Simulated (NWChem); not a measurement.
**Ionisation of CH$_{2}$**

```
C
H 1 1.1231
H 1 1.1231 2 100.29
```
Charge 0, spin multiplicity 1.

The numbers come from NWChem runs, not from measurements. All single points use one geometry, from B3LYP/def2-SVP, a minimum by its harmonic frequencies.

Basis set: def2-TZVP. The species with one electron less has spin multiplicity 2 and keeps the geometry of the parent. Δ marks differences of total energies (open shells unrestricted). −ε marks an orbital energy of the parent. That orbital need not have the symmetry of the hole or added electron in the Δ rows.

B3LYP has NWChem's definition, with VWN1-RPA local correlation. The structure started from a generated list of species. No SCF solution was tested for a lower state.

Problem. Order these methods by the first vertical ionisation energy they give, lowest first: ΔCAM-B3LYP, −ε(HOMO) of CAM-B3LYP, ΔPBE, G0W0@LDA (SVWN5).

Solution. −ε(HOMO) of CAM-B3LYP (8.87 eV), G0W0@LDA (SVWN5) (9.93 eV), ΔPBE (10.50 eV), ΔCAM-B3LYP (10.58 eV)
